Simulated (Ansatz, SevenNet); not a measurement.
For diamond, the machine-learned potential SevenNet-l3i5 (trained on PBE and PBE+U data) gives:

equilibrium lattice constant a: 3.571 Å
zone-centre TO phonon frequency: 1179 cm⁻¹
elastic constant C11: 812 GPa
elastic constant C44: 478 GPa
polycrystal shear modulus: 380 GPa

What does PBE0 (Ansatz, an electronic-structure program, PAW) give for the same quantities?


- lattice constant a: 3.545 Å (shrinks by 0.7 %)
- zone-centre TO phonon frequency: 1375 cm⁻¹ (rises by 17 %)
- elastic constant C11: 1138 GPa (grows by 40 %)
- elastic constant C44: 609 GPa (goes up by 27 %)
- Voigt–Reuss–Hill shear modulus: 563 GPa (increases by 48 %)

For comparison: lattice constant a 3.553 Å (measured, static lattice: zero-point anharmonic expansion removed, our sources range from 3.543 to 3.555; as tabulated in Mejia-Rodriguez and Trickey (2018), arXiv:1807.09216); zone-centre TO phonon frequency 1333 cm⁻¹ (measured, low temperature, zero-point motion not removed; as tabulated in Kunc et al. (2003), arXiv:cond-mat/0304692); elastic constant C11 1081 GPa (measured, low temperature, zero-point motion not removed; as tabulated in Tanner et al. (2021), arXiv:2110.11888); elastic constant C44 579 GPa (measured, low temperature, zero-point motion not removed; as tabulated in Tanner et al. (2021), arXiv:2110.11888).

Changes are worked out from the printed values.

Unless a cell is named, each level is at its own relaxed cell (SevenNet-l3i5 5.69, PBE0 5.57 Å³/atom).

Ansatz's density-functional and Hartree–Fock values are scalar-relativistic unless marked +SOC, with PAW data made under PBE.
